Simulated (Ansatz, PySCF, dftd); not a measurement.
Species: C$_{4}$H$_{6}$, charge 0, singlet. C4H6 (SMILES CC#CC).
B3LYP-D3(BJ)/def2-TZVP minimum from Ansatz (a quantum-chemistry and plane-wave program):
```xyz
10

C     -0.0002     0.0011     2.0565
C     -0.0001     0.0003     0.6006
C      0.0001    -0.0003    -0.6006
C      0.0002    -0.0011    -2.0565
H     -0.0090     1.0202     2.4498
H     -0.8782    -0.5156     2.4506
H      0.8864    -0.5005     2.4508
H     -0.0085     1.0175    -2.4509
H      0.8870    -0.5032    -2.4500
H     -0.8777    -0.5183    -2.4502
```

Wanted: enthalpy of formation at 298 K (by atomisation, with ideal-gas terms from PySCF's Hessian at B3LYP-D3(BJ)/def2-TZVP and the atoms' measured values of the G2/97 table; no spin-orbit terms), in kcal/mol. Radicals and triplets start from unrestricted determinants; spin-orbit coupling is neglected. Cores are frozen in correlated methods. Rows without X2C or -DK are non-relativistic. CBS(X,Y): correlation extrapolated as X^-3, Hartree-Fock from the larger set. A bracket is a step between two methods taken in the basis named. Functionals run without relativity, which enters their misses. Double hybrids freeze cores in their MP2 part. 'core' is core correlation in cc-pwCVTZ, 'X2C' scalar relativity in cc-pVTZ-DK, both at CCSD(T). Where a partner has so few electrons that a lower coupled-cluster level is exact, that level stands in.

Measured: 34.8 kcal/mol, 145.8 kJ/mol (Active Thermochemical Tables 1.112 (ions: stationary electron), as tabulated in the package chemicals); atomic spin-orbit terms, which the calculations lack, would raise the computed values.

```csv
level,program,enthalpy of formation at 298 K (kcal/mol),error against that value
HF/cc-pVQZ,Ansatz,285.1,250.3
B3LYP-D4/def2-TZVPD,Ansatz + dftd4,35.0,0.2
CAM-B3LYP-D4/def2-TZVPD,Ansatz + dftd4,32.8,-2.0
B2PLYP/def2-TZVPD,Ansatz,45.2,10.4
MP2/cc-pVDZ,Ansatz,92.5,57.7
"CCSD/CBS(cc-pVTZ,cc-pVQZ)",Ansatz,54.5,19.7
CCSD(T)/cc-pVTZ,Ansatz,60.9,26.1
CCSDT(Q)/cc-pVDZ,Ansatz,108.4,73.6
"CCSD(T)/CBS(cc-pVTZ,cc-pVQZ) + [CCSDT(Q) - CCSD(T)]/cc-pVDZ + core + X2C",Ansatz,34.0,-0.8
```
